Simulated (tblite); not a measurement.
# FH4PS: the cost of one run

Programs: tblite 0.8.0 and PySCF 2.14.0. All values are calculated, for the isolated system unless a continuum is named. Atoms count from 0, parts from 1.

## 1. The system as given

7 atoms, charge 0, multiplicity 1; geometry: rigid parts in contact. Parts: 1 = atoms 0–3, `FP`, charge 0; 2 = atoms 4–6, `S`, charge 0.

## 2. Bringing the parts together with GFN2-xTB

The job: settings as JSON, then the geometry in Å.

```
{"job": {"kind": "dock", "xc": "GFN2-xTB", "basis": "xTB"}, "charge": 0, "multiplicity": 1, "parts": [{"atoms": "0-3", "charge": 0, "multiplicity": 1}, {"atoms": "4-6", "charge": 0, "multiplicity": 1}]}
F      1.319609    -0.257797    -0.190371
P     -0.079496     0.013436     0.604018
H     -0.813687    -0.866578    -0.210232
H     -0.426426     1.110938    -0.203415
S     -2.112933     0.861249     2.936687
H     -3.439273     0.863097     2.903825
H     -2.076593    -0.274677     3.621484
```

With the program's defaults for keys left out, this is: GFN2-xTB search for minima from random contacts, gas phase.

Launch:

```
$ OMP_NUM_THREADS=1 python cluster_run.py task.json out
```

This one command runs all jobs of the session in turn.

**Question.** How long does this first job take on 1 thread of Arm Neoverse N1, shared host?

About 8.8 s.
